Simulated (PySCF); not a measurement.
# How methods differ on the ionisation energy of Cl

Cl [Ne] 3s2 3p5 (2P) → Cl⁺ [Ne] 3s2 3p4 (3P), as a difference of total energies. All numbers are calculated (PySCF 2.14, the spin-free X2C one-electron Hamiltonian (Gaussian nucleus), in aug-cc-pCVQZ-DK (10s9p7d5f3g, 134 functions)). Correlated levels: valence: [Ne] frozen; valence and next inner shell: 1s2 frozen; nothing frozen. The calculations carry no spin-orbit coupling.

```json
{"method": "UHF", "ionisation energy (eV)": "11.746"}
{"method": "LDA", "ionisation energy (eV)": "13.185"}
{"method": "PBE", "ionisation energy (eV)": "12.954"}
{"method": "PBE0", "ionisation energy (eV)": "12.936"}
{"method": "r2SCAN", "ionisation energy (eV)": "12.976"}
{"method": "BP86", "ionisation energy (eV)": "13.087"}
{"method": "CAM-B3LYP", "ionisation energy (eV)": "13.051"}
{"method": "M06-2X", "ionisation energy (eV)": "12.979"}
{"method": "MP2 (valence)", "ionisation energy (eV)": "12.855"}
{"method": "SCS-MP2 (valence)", "ionisation energy (eV)": "12.873"}
{"method": "MP2 (valence and next inner shell)", "ionisation energy (eV)": "12.876"}
{"method": "SCS-MP2 (all electrons)", "ionisation energy (eV)": "12.890"}
```

Question: Estimate what SCS-MP2 (valence and next inner shell) gives.

Answer: 12.889 eV, closest to SCS-MP2 (all electrons) among the rows shown.

Question: Estimate what MP2 (all electrons) gives.

Answer: 12.878 eV, closest to MP2 (valence and next inner shell) among the rows shown.

For comparison: 12.974 eV (measured; NIST levels, between the centres of gravity of the two terms).
